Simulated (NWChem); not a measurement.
# SiH3, doublet; SMILES [SiH3]

Computed with NWChem. Pople sets run with spherical d functions. Spin-unrestricted. In the optimisation the excess spin sits in a (C3, its own frame). No stability test was run on the SCF state. Each level has its own optimisation; frequencies are unscaled.

```json
[
 {"level": "B3LYP/3-21G", "r H–Si (Å)": "1.499", "highest harmonic frequency (cm⁻¹)": "2202", "lowest (cm⁻¹)": "707", "zero-point energy (kcal/mol)": "13.0"},
 {"level": "LDA (Slater exchange, VWN5)/def2-SVP", "r H–Si (Å)": "1.506", "highest harmonic frequency (cm⁻¹)": "2178", "lowest (cm⁻¹)": "681", "zero-point energy (kcal/mol)": "12.7"},
 {"level": "CAM-B3LYP/def2-SVP", "r H–Si (Å)": "1.489", "highest harmonic frequency (cm⁻¹)": "2258", "lowest (cm⁻¹)": "772", "zero-point energy (kcal/mol)": "13.4"},
 {"level": "UHF/6-31G*", "r H–Si (Å)": "1.475", "highest harmonic frequency (cm⁻¹)": "2382", "lowest (cm⁻¹)": "869", "zero-point energy (kcal/mol)": "14.3"},
 {"level": "PBE0-D3(BJ)/def2-TZVP", "r H–Si (Å)": "1.486", "highest harmonic frequency (cm⁻¹)": "2242", "lowest (cm⁻¹)": "747", "zero-point energy (kcal/mol)": "13.3"}
]
```
